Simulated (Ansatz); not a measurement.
A nudged elastic band was laid between two geometries of C3H2O2 (7 atoms, charge 0, multiplicity 1).

Level of theory: UKS PBE0-D4/def2-SVP (Ansatz 0.2.0).

```json
{
  "movable images": "7",
  "climbing image": "yes",
  "spring": "5.0 eV/Å²",
  "optimiser": "quadratic models (default)",
  "start path": "straight line",
  "force threshold": "0.05 eV/Å",
  "iteration limit": "60",
  "end points": "relaxed"
}
```

Initial state:

```xyz
7
Properties=species:S:1:pos:R:3
C -0.662 0.288 1.779
C -0.290 0.031 0.657
C 0.112 -0.338 -0.689
O -0.292 -1.310 -1.270
O 0.985 0.531 -1.204
H -0.990 0.519 2.777
H 1.197 0.210 -2.095
```

Final state:

```xyz
7
Properties=species:S:1:pos:R:3
C -1.178 -0.385 1.861
C -0.534 -0.232 0.775
C 0.079 -0.291 -0.553
O -0.151 -1.162 -1.341
O 0.907 0.734 -0.754
H -0.335 0.634 1.614
H 1.275 0.632 -1.646
```

Which bonds break or form, and what moves?

Bonds formed: C2–H6.

Give the energies along the band, and the barrier.

The forces met the threshold. The highest image is number 7 of 0 to 8, 189.6 kJ/mol above the first end and 1.0 kJ/mol above the last; the last end lies 188.6 kJ/mol above the first. Another band between the same ends (7 images) ends at a top of the same energy, where a vibrational analysis finds 1 clearly imaginary mode.

```tsv
image	path coordinate (Å)	energy (kJ/mol)	C2–H6 (Å)
0	0.00	0.0	2.29
1	0.29	3.1	2.28
2	0.57	12.6	2.28
3	0.86	32.3	2.23
4	1.15	71.4	2.09
5	1.43	123.4	1.88
6	1.72	170.9	1.63
7	2.01	189.6	1.35
8	2.18	188.6	1.22
```

What is the geometry of the highest image?


```xyz
7
Properties=species:S:1:pos:R:3
C -1.115 -0.287 1.872
C -0.530 -0.243 0.753
C 0.073 -0.315 -0.575
O -0.172 -1.195 -1.349
O 0.903 0.704 -0.792
H -0.364 0.675 1.731
H 1.266 0.592 -1.686
```

Run time: 66 s on 2 threads of AMD EPYC 9R45 96-Core Processor (Zen 5) (shared host), peak memory 0.22 GiB.
